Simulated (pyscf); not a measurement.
Structures and frequencies: ωB97X-D3(BJ)/def2-SVP in PySCF. Correlated levels are frozen-core, on RHF or UHF. ΔMP2 is the change of the MP2 total energy from the triple- to the quadruple-zeta basis.

Task: For F–SiH₃ (SMILES F[SiH3]) + SiH₂ (SMILES [SiH2]) [singlet] -> SiH₄ (SMILES [SiH4]) + F–SiH: (SMILES F[SiH]) [singlet], a four-centre exchange (singlet surface; F–Si, H–Si broken, H–Si, F–Si formed), PBE/def2-TZVP gives ΔE‡ = -3.1 kcal/mol and ΔE = -10.8 kcal/mol (zero: the separated reactants). In which direction and how far do r²SCAN/def2-TZVP, B3LYP-D3(BJ)/def2-TZVP, CCSD(T)/def2-TZVPP + ΔMP2(QZVPP) move these?

Result: r²SCAN: ΔE‡ = -2.2 kcal/mol, ΔE = -9.4 kcal/mol; B3LYP-D3(BJ): ΔE‡ = 2.9 kcal/mol, ΔE = -9.5 kcal/mol; CCSD(T): ΔE‡ = 4.8 kcal/mol, ΔE = -8.4 kcal/mol. PBE's barrier lies under all of them, by 0.9 to 8.0 kcal/mol. Its reaction energy lies under all of them, by 1.3 to 2.4 kcal/mol. On the reactant side the descent ends in an adduct with a F–Si contact, 9.9 kcal/mol under the separated species and 9.0 kcal/mol under the saddle at ωB97X-D3(BJ)/def2-TZVP. On the product side the descent ends in a complex, 7.7 kcal/mol under the separated species and 16.1 kcal/mol under the saddle at ωB97X-D3(BJ)/def2-TZVP. At PBE, r²SCAN the saddle lies under the separated reactants, which points to a path from their complex (located at ωB97X-D3(BJ) alone). What is counted as formed (F–Si) is already present as a longer contact in the reactant adduct; forming that adduct is a step of its own. At the saddle there is also a short Si–Si contact that neither side keeps. At ωB97X-D3(BJ) the barrier from the zero used here is -0.8 kcal/mol. This is the saddle that the search found; another between the same sides may lie lower. The CCSD(T) − MP2 part came from Ansatz, without density fitting, on the same reference.
